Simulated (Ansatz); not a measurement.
**CH₆BN: how energies converge with the basis set**

How large a basis does CH₆BN need? Two functionals are run in growing sets.

The runs use Ansatz 0.2.0, Gaussian basis; one geometry, several basis sets.

The runs, in order: PBE0-D4/def2-SVP; ωB97M-V/def2-SVP; PBE0-D4/def2-QZVPP; ωB97M-V/def2-QZVPP; the functionals' def2-TZVPP values are taken from earlier runs.

### 1 Structure used throughout

An earlier PBE0-D4 in a triple-zeta def2 set relaxation fixed the geometry.

SMILES `BNC`, 9 atoms, charge 0, spin multiplicity 1.

Atoms are counted from 1 here; the program's logs count them from 0.

Bond lengths: B1–N2 1.383 Å, B1–H4 1.199 Å, B1–H5 1.197 Å, N2–C3 1.444 Å, N2–H6 1.008 Å, C3–H7 1.090 Å, C3–H8 1.094 Å, C3–H9 1.094 Å. Angles: N2–B1–H4 118.9°, N2–B1–H5 118.8°, H4–B1–H5 122.3°, B1–N2–C3 126.9°, B1–N2–H6 119.2°, C3–N2–H6 113.9°, N2–C3–H7 109.0°, N2–C3–H8 111.6°, N2–C3–H9 111.6°, H7–C3–H8 108.3°, H7–C3–H9 108.3°, H8–C3–H9 108.0°.

### 2 PBE0-D4 in def2-SVP

Contents of in.yaml:

```yaml
crystal:
  periodic: [false, false, false]
  atoms:
    - {symbol: B, position_ang: [-0.798969, 0.735928, -0.884932]}
    - {symbol: N, position_ang: [0.123660, 0.493696, 0.116254]}
    - {symbol: C, position_ang: [0.559981, -0.794849, 0.601590]}
    - {symbol: H, position_ang: [-1.315514, -0.195331, -1.434982]}
    - {symbol: H, position_ang: [-1.054276, 1.869732, -1.172499]}
    - {symbol: H, position_ang: [0.560394, 1.274507, 0.581430]}
    - {symbol: H, position_ang: [0.041687, -1.576334, 0.046376]}
    - {symbol: H, position_ang: [1.637021, -0.932340, 0.464654]}
    - {symbol: H, position_ang: [0.334517, -0.921307, 1.665010]}
basis:
  gaussian: {orbitals: def2-SVP}
hamiltonian: {xc: pbe0, dispersion: d4}
output: {orbitals: {seedname: orbitals}}
```

Run with:

```
$ ansatz run in.yaml --threads 4 --pin off --events-out ev --progress --plain --max-ram 10444MiB
```

The runs that follow: ωB97M-V in def2-SVP; PBE0-D4 in def2-QZVPP; ωB97M-V in def2-QZVPP.

Q: Predict the results of all the runs planned. Wanted: PBE0-D4: double and triple zeta above quadruple; ωB97M-V: double and triple zeta above quadruple.

As calculated:

| quantity | value |
| --- | --- |
| PBE0-D4: double and triple zeta above quadruple | 3.88, 0.20 eV |
| ωB97M-V: double and triple zeta above quadruple | 4.10, 0.20 eV |

PBE0-D4 gains 3.67 eV from double to triple zeta, then 0.20 eV more. Total energies overstate the basis error of differences, where much of it tends to cancel. The LUMO of ωB97M-V is positive and keeps falling with the basis (2.62 to 1.64 eV): an unbound level that the basis holds in place.
